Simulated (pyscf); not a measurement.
disiloxane (H₃Si–O–SiH₃) + water (H₂O) → HO–SiH₂–O–SiH₃ + hydrogen (H₂) (four-centre exchange; singlet surface; H–Si, H–O broken, O–Si, H–H formed). Optimised with ωB97X-D3(BJ)/def2-SVP in PySCF. Energies in eV from the separated reactants.

| level | barrier | reaction energy |
|---|---|---|
| ωB97X-D3(BJ)/def2-TZVP | 1.48 | -0.99 |
| PBE/def2-TZVP | 1.25 | -0.93 |
| r²SCAN/def2-TZVP | 1.31 | -1.04 |
| B3LYP-D3(BJ)/def2-TZVP | [?] | [?] |
| PBE0-D3(BJ)/def2-TZVP | 1.37 | -0.93 |
| HF/def2-TZVP | [?] | -0.89 |

Q: Some entries are withheld; supply them.

A: 
- B3LYP-D3(BJ)/def2-TZVP, barrier: 1.50
- B3LYP-D3(BJ)/def2-TZVP, reaction energy: -1.00
- HF/def2-TZVP, barrier: 2.35

The functionals in the table span 0.24 eV in this barrier, from PBE to B3LYP-D3(BJ). One saddle was located; it need not be the lowest between these sides.
